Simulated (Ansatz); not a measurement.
**H2O (singlet): wave-function methods side by side at angle H2–O1–H3 = 105.1°, 6-31G**

The task here is to estimate one member of a computed series from the others.

The runs use Ansatz 0.2.0, Gaussian basis; 6-31G, core rule «outside noble gas», up to 1 orbitals frozen.

The runs, in order: UHF; CCSD(T) on RHF; BCCD(T) on RHF; CISD; CCSDT(Q) on RHF; CCSDTQ on RHF; CASSCF and MRCISD+Q, 2 electrons in 2 orbitals; CASSCF and NEVPT2, 2 electrons in 2 orbitals; CASSCF and MRCISD+Q, 8 electrons in 6 orbitals; CASSCF and NEVPT2, 8 electrons in 6 orbitals; Full CI.

9 further runs of the same task are left out: 1 for a mislabelled method, 4 that didn't finish, 4 set aside as unsound or not needed.

## The system

The geometry derives from a PBE0/def2-TZVP stationary point (not a proven minimum). One angle is set to the value named; bond lengths are kept.

3 atoms, charge 0, spin multiplicity 1.

Atoms are counted from 1 here; the program's logs count them from 0.

Bond lengths: O1–H2 0.960 Å, O1–H3 0.960 Å. Angles: H2–O1–H3 105.1°.

Set-up of the first run:

Contents of in.yaml:

```yaml
crystal:
  periodic: [false, false, false]
  atoms:
    - {symbol: O, position_ang: [0.000000, -0.065318, 0.000000]}
    - {symbol: H, position_ang: [0.000000, 0.518410, -0.761550]}
    - {symbol: H, position_ang: [0.000000, 0.518410, 0.761550]}
basis:
  gaussian: {orbitals: 6-31G}
magnetization: {spin_polarized: true, initial_magnetization: 0}
hamiltonian: {xc: hf}
output: {orbitals: {seedname: orbitals}}
```

Command:

```sh
$ ansatz run in.yaml --threads 1 --pin off --events-out ev --progress --plain --max-ram 2393MiB
```

Among the steps run: UHF; CCSD(T) on RHF; BCCD(T) on RHF; CISD; CCSDT(Q) on RHF; CCSDTQ on RHF; CASSCF and MRCISD+Q, 2 electrons in 2 orbitals; CASSCF and NEVPT2, 2 electrons in 2 orbitals; CASSCF and MRCISD+Q, 8 electrons in 6 orbitals; CASSCF and NEVPT2, 8 electrons in 6 orbitals; Full CI.

One of the session's tables, all rows but one given; the rest of the session is left out.

```
          method  from FCI (kcal/mol)
             RHF               +85.41
            RMP2                +5.13
            CISD                    ?
           RCCSD                +0.95
        RCCSD(T)                +0.33
         BCCD(T)                +0.34
          RCCSDT                +0.28
       RCCSDT(Q)                -0.01
         RCCSDTQ                +0.01
     CASSCF pair               +71.48
     NEVPT2 pair                +3.34
     MRCISD pair                +3.13
   MRCISD+Q pair                +0.80
  CASSCF valence               +50.75
  NEVPT2 valence                +6.54
  MRCISD valence                +1.64
MRCISD+Q valence                +0.46
             FCI                    0
```

Estimate the missing values for CISD.

As computed: from FCI (kcal/mol): +4.25. In the column «from FCI (kcal/mol)» it lies between NEVPT2 pair (+3.34) and RMP2 (+5.13).
